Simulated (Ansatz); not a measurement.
System: hcp Tl. Method: LDA in Ansatz (PAW).

A relaxed, unreconstructed slab of the (11-20) face has 16 atoms, two equal faces of 32.018 Å² each and an energy of -178343.5639 eV. A bulk cell of 4 atoms with the same orientation and in-plane k mesh has -44586.3759 eV. Energies are extrapolated to zero smearing.

Run with plane-wave cutoff 500 eV, 10×10×1 k mesh (along the axes of the cell as run), Fermi–Dirac smearing 0.1 eV, scalar-relativistic PAW data made under PBE.

Worked out: γ = (E_slab − N E_bulk per atom)/2A = [-178343.5639 − 16 × (-44586.3759/4)]/(2 × 32.018) = 0.0303 eV/Å². With 16.022 J/m² per eV/Å² this is 0.49 J/m², or 0.97 eV per surface cell and face.

Ansatz is an electronic-structure program.
